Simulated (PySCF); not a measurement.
# AsH5O, a complex of two parts: interaction energy

An exercise on one series of results from a longer session: the logs are not shown, and one member is left open.

Programs: PySCF 2.14.0. All values are calculated, for the isolated system unless a continuum is named. Atoms count from 0, parts from 1.

## The system as given

7 atoms, charge 0, multiplicity 1; geometry: GFN2-xTB. Parts: 1 = atoms 0–2, `O`, charge 0; 2 = atoms 3–6, `[AsH3]`, charge 0.

Set-up of the first run:

What the job is given:

```
{"job": {"xc": "PBE0", "basis": "def2-TZVPD", "d3": "d3bj", "grid": 3, "kind": "geom", "shake": 0.01}, "charge": 0, "multiplicity": 1, "parts": [{"atoms": "0-2", "charge": 0, "multiplicity": 1}, {"atoms": "3-6", "charge": 0, "multiplicity": 1}]}
O      0.361599    -0.071027    -0.235473
H     -0.613897     0.004126    -0.116571
H      0.715563    -0.257258     0.600356
As     0.875792     0.433995    -2.961219
H      1.812209    -0.685467    -2.771367
H      1.835274     1.392265    -2.400393
H      1.425538     0.664032    -4.328203
```

Started as:

```
$ OMP_NUM_THREADS=1 python cluster_run.py task.json out
```

One launch serves the whole session: the jobs run in the order shown.

Steps of the session up to this table: Relaxing the molecule at PBE0-D3(BJ)/def2-TZVPD; Coupled-cluster interaction energy: CCSD(T) and MP2, 3.26 Å; Coupled-cluster interaction energy: CCSD(T) and MP2, 3.42 Å; Coupled-cluster interaction energy: CCSD(T) and MP2, 3.58 Å; Coupled-cluster interaction energy: CCSD(T) and MP2, 3.10 Å; Coupled-cluster interaction energy: CCSD(T) and MP2, 4.07 Å; Coupled-cluster interaction energy: CCSD(T) and MP2, 2.93 Å; Coupled-cluster interaction energy: CCSD(T) and MP2, 4.89 Å; Coupled-cluster interaction energy: CCSD(T) and MP2, 6.52 Å.

One of the session's tables, all rows but one given; the rest of the session is left out.

It belongs to the step «Coupled-cluster interaction energy: CCSD(T) and MP2, 6.52 Å». 

```
                 method  interaction energy (kcal/mol)
         HF/aug-cc-pVDZ                              ?
        MP2/aug-cc-pVDZ                         -0.090
       CCSD/aug-cc-pVDZ                         -0.085
    CCSD(T)/aug-cc-pVDZ                         -0.087
         HF/aug-cc-pVQZ                         -0.080
        MP2/aug-cc-pVQZ                         -0.087
    SCS-MP2/aug-cc-pVQZ                         -0.083
      MP2, extrapolated                         -0.087
CCSD(T), limit estimate                         -0.084
```

Q: Estimate the row for HF/aug-cc-pVDZ from the others.

**Answer.** interaction energy (kcal/mol): -0.081. In the column «interaction energy (kcal/mol)» it lies between SCS-MP2/aug-cc-pVQZ (-0.083) and HF/aug-cc-pVQZ (-0.080).
